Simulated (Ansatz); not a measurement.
A made-up structure of Si$_{2}$H$_{4}$Cl (charge +1), singlet:

```
atom    x (Å)    y (Å)    z (Å)
 Si1  -1.0718   0.2095  -0.7074
 Si2   0.9206  -0.0561   0.5704
 Cl3   0.9450  -1.9773   1.1608
  H4   1.8664  -1.0823   0.3078
  H5  -1.4795   1.4872  -1.3380
  H6   0.7415   0.9191   1.6686
  H7   1.9833   0.3007  -0.3953
```

It is relaxed with PBE-D4/def2-SVP and then PBE0-D4/def2-TZVP (Ansatz 0.2.0). Atoms count as bonded within 1.22 times the sum of their covalent radii (H–H: 0.88 Å). The end point is not checked to be a true minimum.

Does its bonding change? (A judgement: the text doesn't fix the answer.)

The calculation gives: Yes. Formed: none; broken: Si2–H4.

Where it ends: The first stage lowers the energy by 3.21 eV in 25 steps. It ends as Si₂H₄Cl ([SiH][SiH2][ClH]), total charge +1:
```xyz
7
angstrom
Si -1.6680 0.1664 -0.6920
Si 0.5518 0.2408 0.1306
Cl 1.2647 -1.9183 0.7825
H 2.4680 -1.6731 1.1936
H -1.1769 1.6316 -0.7673
H 0.8054 0.8782 1.4449
H 1.6604 0.4752 -0.8255
```

Labels in which every atom is bracketed show which atoms are joined, not bond orders.

For scale, one of the runs: PBE0-D4/def2-TZVP relaxation, 135 basis functions, launched by `ansatz run in.yaml --threads 2 --pin off --events-out ev --progress --plain --max-ram 4352MiB`. The run took about 55 s on 2 CPU threads of an Arm Neoverse N1 (shared host).
